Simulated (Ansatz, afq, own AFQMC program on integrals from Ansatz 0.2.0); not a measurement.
# AlNH2, quintet: AFQMC among the cluster methods

```json
{"atom": "Al", "x (Å)": "0.0000", "y (Å)": "-0.0849", "z (Å)": "0.6205"}
{"atom": "N", "x (Å)": "0.0000", "y (Å)": "0.0356", "z (Å)": "-1.1435"}
{"atom": "H", "x (Å)": "0.0000", "y (Å)": "1.3500", "z (Å)": "1.3538"}
{"atom": "H", "x (Å)": "0.0000", "y (Å)": "0.4271", "z (Å)": "-2.0731"}
```

Connectivity, by distances: AlH–NH.

Basis cc-pVDZ. Only valence electrons are correlated. AFQMC by an in-house program on the Cholesky factors that Ansatz 0.2.0 writes for its CCSD(T) run. ph-AFQMC/CISD is guided by a CISD state made of CCSD amplitudes; releasing the constraint for a short imaginary time cuts its bias at the price of noise, slowly where states lie close. Error bars are statistical, one sigma.

Determinant: UHF, the one that the program's search chose, which needn't be the lowest solution. The geometry is a PBE0/def2-TZVP stationary point of this or a neighbouring charge and spin state.

No full CI on the walks' own integrals is used here; CCSDT(Q) serves as the reference and is uncertain by about the last step of the cluster series.

Cautions: another spin lies lower (by 4.16 eV).

* T1 diagnostic: 0.0290
* weight of the determinant in the CISD state: 0.902
* ⟨S²⟩ of the determinant: 6.017
* size of the correlated space: 10 electrons in 36 orbitals

Reference: CCSDT(Q), correlation energy -4.904 eV. The released energy is read at 2.40 1/Eh (meV from the phaseless value at times in 1/Eh: -3 ± 3 at 0.24, -6.1 ± 2.5 at 0.51, -5.2 ± 2.3 at 0.99, -15 ± 4 at 1.62, -17 ± 4 at 2.40).

| level | E − E(reference) (mEh) | share of correlation (%) |
| --- | --- | --- |
| HF | 180.20 | 0.00 |
| MP2 | 37.68 | 79.09 |
| CCSD | 4.85 | 97.31 |
| CCSD(T) | 1.31 | 99.27 |
| CCSDT | 0.19 | 99.89 |
| ph-AFQMC/CISD | 0.42 ± 0.08 | 99.77 |
| released AFQMC | -0.19 ± 0.14 | 100.10 |

A walk keeps the symmetry of its determinant, which the program's search chose and which needn't be the lowest solution, so a lower state of the same spin and another symmetry isn't excluded. Released energies are given only where the last usable release times agree within the noise; a slower fall can still hide under it.
